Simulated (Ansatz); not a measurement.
Relaxation of CH₅SSi (8 atoms, charge -1, multiplicity 1), to a largest force component of 0.015 eV/Å in at most 40 steps.

Method: RKS LDA/def2-SVP (Ansatz 0.2.0).

```xyz
8
Properties=species:S:1:pos:R:3:forces:R:3
Si -0.645 0.246 -1.031 -1.67 2.47 0.18
C 0.564 0.184 0.462 0.20 -0.92 -0.29
S 0.716 -1.559 0.911 0.65 -0.63 1.20
H -0.991 -1.189 -1.159 0.04 -1.14 -0.23
H 0.326 0.397 -2.152 0.79 -0.24 -0.64
H 0.244 0.719 1.363 -0.37 0.31 0.31
H 1.565 0.542 0.202 0.51 0.42 -0.20
H 0.144 -1.944 -0.261 -0.14 -0.27 -0.32
```

Task: Where does it end, and by what steps?

Result: The run converged. The force dipped under the threshold on the way, but the program's further checks kept it going. Limits of this set-up: an anion without diffuse functions, the dipole of an ion depends on the origin. After 15 steps the energy has fallen by 0.517 eV; H4 moved furthest, 0.73 Å.

```csv
step,energy less start (eV),largest force component (eV/Å),accepted
0,0.0000,2.468,yes
1,-0.3614,0.499,yes
2,-0.3981,0.192,yes
3,-0.4132,0.180,yes
4,-0.4450,0.406,yes
5,-0.4664,0.555,yes
6,-0.5099,0.113,yes
7,-0.5111,0.174,yes
8,-0.5161,0.059,yes
9,-0.5166,0.038,yes
10,-0.5166,0.099,no
11,-0.5168,0.006,yes
12,-0.5169,0.020,yes
13,-0.5169,0.023,yes
14,-0.5169,0.012,yes
15,-0.5170,0.008,yes
```

```xyz
8
Properties=species:S:1:pos:R:3
Si -0.511 0.543 -1.167
C 0.543 0.161 0.444
S 1.063 -1.566 0.744
H -1.469 -0.678 -0.942
H 0.424 -0.305 -2.096
H -0.047 0.498 1.328
H 1.461 0.792 0.412
H 0.459 -2.049 -0.387
```

Whether the end is a true minimum wasn't checked by a vibrational analysis.

Run time: 25 s on 1 thread of Arm Neoverse V1, with other jobs on the host, peak memory 0.13 GiB.
